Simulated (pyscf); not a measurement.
## Concerted two-bond exchange: O=Ta(F)(F)–F + H₂ → HO–Ta(F)–F [singlet] + HF

Gas phase, singlet surface, charge 0. Bonds broken: Ta2–F3, H6–H7. Bonds formed: O1–H6, F3–H7. Structures and frequencies: ωB97X-D3(BJ)/def2-SVP in PySCF.

Transition state (Å):

```xyz
7

O     -0.0272     0.9155     0.3214
Ta    -1.4335    -0.3149     0.1474
F     -0.2547    -0.6889    -1.4622
F     -3.0573     0.5456    -0.1976
F     -1.4048    -1.5983     1.5073
H      0.7158     0.8923    -0.4395
H      0.6312     0.0490    -1.4099
```

One imaginary mode, 1385i cm⁻¹; descent along it reached the two sides named, in the forms told below.

```tsv
bond	change	reactant side (Å)	saddle	product side
Ta2–F3	breaks	1.876	2.030	2.275
H6–H7	breaks	0.761	1.288	2.383
O1–H6	forms	2.6	1.064	0.961
F3–H7	forms	4.2	1.154	0.975
```

Electronic energies relative to the separated reactants (kcal/mol):

| level | barrier | reaction energy | reverse barrier |
|---|---|---|---|
| ωB97X-D3(BJ)/def2-TZVP | 101.1 | +71.5 | 29.6 |
| PBE/def2-TZVP | 84.9 | +76.2 | 8.6 |
| r²SCAN/def2-TZVP | 91.4 | +78.5 | 12.9 |
| B3LYP-D3(BJ)/def2-TZVP | 90.9 | +70.3 | 20.6 |
| PBE0-D3(BJ)/def2-TZVP | 90.3 | +69.5 | 20.8 |
| M06-2X/def2-TZVP | 92.7 | +60.9 | 31.8 |
| ωB97M-D3(BJ)/def2-TZVP | 96.0 | +65.9 | 30.2 |

With ωB97M-D3(BJ)/def2-TZVP energies and thermal terms (ideal gas, 1 atm, RRHO with modes under 100 cm⁻¹ raised to 100, one conformer, R ln 2 for chiral ones without a mode under 150 cm⁻¹), in kcal/mol:

```json
[
 {"T (K)": "298", "ΔH‡": "96.4", "ΔG‡": "104.5", "ΔH": "+69.9", "ΔG": "+67.0"},
 {"T (K)": "600", "ΔH‡": "95.5", "ΔG‡": "113.1", "ΔH": "+69.6", "ΔG": "+64.2"},
 {"T (K)": "900", "ΔH‡": "95.4", "ΔG‡": "122.0", "ΔH": "+69.2", "ΔG": "+61.5"},
 {"T (K)": "1200", "ΔH‡": "95.6", "ΔG‡": "130.8", "ΔH": "+68.7", "ΔG": "+59.0"}
]
```

On the product side the descent ends in an adduct with a F–Ta contact (not fully relaxed), 7.4 kcal/mol under the separated species and 37.1 kcal/mol under the saddle at ωB97X-D3(BJ)/def2-TZVP. What is counted as broken (F–Ta) persists as a longer contact in the product adduct; parting that adduct is a step of its own. The same reactants have a lower exit, to HO–TaH(F)(F)–F (barrier +27.7 kcal/mol at ωB97M-D3(BJ)/def2-TZVP, against +96.0 kcal/mol here). The other spin state of HO–Ta(F)–F [singlet] is not in these data. This is the saddle that the search found; another between the same sides may lie lower. One closed-shell reference is unstable to symmetry breaking; treat the single-reference values with care. Elements past Kr carry the def2 core potentials, without spin-orbit coupling.
